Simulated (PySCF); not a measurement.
BF₂, doublet: structure and spectrum

These are results of UPBE0/[B def2-TZVP, F def2-TZVP], no relativity, density fitting, PySCF, not measurements.

The structure is a minimum.

* Point group: C2v
* Bond lengths: B–F 1.306 Å (×2)
* Bond angles: F–B–F 121.1°
* Atomisation energy without zero-point energy: 1248 kJ/mol
* Principal polarisabilities: 15.0, 16.9, 18.2 bohr³
* Rotational symmetry number: 2
* Spin squared ⟨S²⟩: 0.752
* Lowest empty level (β): -2.20 eV
* Dipole moment: 0.27 D
* Heat capacity Cp at 298.15 K: 39.6 J/(mol K)
* Rotational constants: 4.787, 0.343, 0.3201 cm⁻¹
* Zero-point energy: 18.7 kJ/mol
* Principal quadrupole moments (Buckingham, traceless) about the centre of mass: -2.26, -0.23, 2.50 D Å
* Enthalpy at 298.15 K above 0 K: 10.53 kJ/mol
* Entropy at 298.15 K and 1 bar (electronic part: spin only): 246.6 J/(mol K)
* Highest occupied level (α): -7.26 eV

Harmonic modes (masses in u: B 11.009, F 18.998):
```
symmetry  ω (cm⁻¹)  IR (km/mol)  μ (u)
      a1       521         23.0  16.14
      a1      1170          105  13.71
      b2      1438          361  12.46
```

In C2v the vibrations span 2a1 + b2. Here b1 is antisymmetric to the molecular plane and b2 lies in it.

Charges (e):
| atom | Mulliken | Löwdin | polar tensor | spin (Mulliken) | Mayer order to B1 |
| --- | --- | --- | --- | --- | --- |
| B1 | 0.39 | -0.70 | 0.95 | 0.93 | – |
| F2,3 | -0.19 | 0.35 | -0.48 | 0.04 | 1.30 |

Mulliken populations on B1: s 2.94, p 1.37, d 0.25, f 0.05.

Outer orbital energies (eV). α occupied: -17.06, -15.91, -14.64, -14.59, -13.12, -12.82, -7.26; empty: -0.75, 1.72, 2.35, 2.85. β occupied: -16.85, -15.63, -14.48, -14.09, -13.12, -12.66; empty: -2.20, 0.40, 2.21, 2.78.

Other isomers or separated fragments may lie lower.

The final relaxation and frequency run took of the order of 30 core-seconds on a shared host.
